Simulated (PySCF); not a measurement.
# H6P2Si: the cost of one run

The runs use PySCF 2.14.0, with density-fitted response routines of our own; the level of theory stands in each step. All values are computed, except where a source is named. Atoms count from 0, in the outputs and in this text.

**1. The starting structure**

9 atoms, charge 0, multiplicity 1; geometry from: GFN2-xTB. The atoms were then displaced at random by about 0.01 Å, so the start is not that level's minimum.

Bonds of the start (Å): P0–Si1 2.21, Si1–P2 2.24, P0–H3 1.36, P0–H4 1.39, Si1–H5 1.47, Si1–H6 1.46, P2–H7 1.40, P2–H8 1.41.

**2. Geometry optimisation at PBE0-D3(BJ)/def2-SVP**

What the job is given:

```
{"job": {"xc": "PBE0", "basis": "def2-SVP", "d3": "d3bj", "grid": 1, "shake": 0.01, "kind": "geom"}, "charge": 0, "multiplicity": 1}
P     -1.790870     0.347650    -0.710260
Si     0.002610    -0.634620     0.130400
P      1.788050     0.405360    -0.723080
H     -2.658990    -0.259930     0.136170
H     -1.740600     1.486630     0.085200
H      0.004900    -0.693060     1.601190
H      0.031230    -2.007640    -0.375300
H      2.715590    -0.197690     0.141170
H      1.705890     1.536140     0.108030
```

The run is started by

```
> OMP_NUM_THREADS=1 python probes_run.py task.json out
```

One launch serves the whole session: the jobs run in the order shown.

Q: Estimate the wall time and peak memory of this first job on 1 thread of Arm Neoverse V2, shared host.

About 9.3 s, with a peak of 0.36 GiB.
